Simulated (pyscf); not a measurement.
HO–GeH₂–O–GeH₃ + hydrogen (H₂) → H₃Ge–O–GeH₃ + water (H₂O), a four-centre exchange (singlet surface; Ge–O, H–H broken, Ge–H, H–O formed). PySCF, gas phase, ωB97X-D3(BJ)/def2-SVP geometries. Energies in kcal/mol from the separated reactants.

Small-basis levels: PySCF, no dispersion term, spherical d functions. AM1 to PM7: differences of heats of formation from MOPAC, which are fitted to 298 K values and so differ in kind from electronic energies by zero-point and thermal terms. Cost: rough CPU time at the saddle relative to B3LYP/6-31G*+LANL2DZ, from one job on a shared machine.

| level | barrier | reaction energy | cost |
|---|---|---|---|
| B3LYP/3-21G | 51.1 | +31.3 | 1 |
| M06-2X/6-31G*+LANL2DZ | 53.7 | +14.9 | 2 |
| B3LYP/6-311+G**+LANL2DZ | 47.7 | +1.0 | 2 |
| PBE/def2-SVP | 38.9 | +8.0 | 4 |
| B3LYP/def2-SVP | 46.5 | +7.2 | 2 |
| AM1 | 54.8 | +18.5 | under 0.02 |
| PM3 | 82.7 | +29.7 | under 0.02 |
| PM6 | 76.5 | +34.4 | under 0.02 |
| PM7 | 62.2 | +39.3 | under 0.02 |
| ωB97M-D3(BJ)/def2-TZVP | 48.7 | +6.4 | – |

Against the last row the barrier runs from -9.8 (PBE/def2-SVP) to +34.0 kcal/mol (PM3). ωB97M-D3(BJ)/def2-TZVP has limits of its own. One saddle was located; it need not be the lowest between these sides. In the def2 sets elements up to Kr have no core potential.
